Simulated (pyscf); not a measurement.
Routes from HO–PH–SiH₃ + hydrogen (H₂)

Candidate steps break at most two bonds and form at most two. Each was searched with GFN2-xTB (tblite) first. PySCF, gas phase, ωB97X-D3(BJ)/def2-SVP geometries. Energies: ωB97M-D3(BJ)/def2-TZVP, kcal/mol, from the separated reactants, singlet surface; ΔG‡ with ideal gas, 1 atm, RRHO with modes under 100 cm⁻¹ raised to 100, one conformer, R ln 2 for chiral ones without a mode under 150 cm⁻¹.

```
products                        type   ΔE‡     ΔE  ΔG‡ 298 K  ΔG‡ 900 K  ν‡ (cm⁻¹)
--------------  --------------------  ----  -----  ---------  ---------  ---------
H₃Si–PH₂ + H₂O  four-centre exchange  60.4  -10.9       69.1       88.0      1777i
HO–PH₂ + SiH₄   four-centre exchange  65.9   -4.2       75.1       93.7      1642i
```

Plain bond fissions and candidates not yet searched are not listed, and one of them may be faster. Each barrier is that of the saddle found; lower ones may exist.
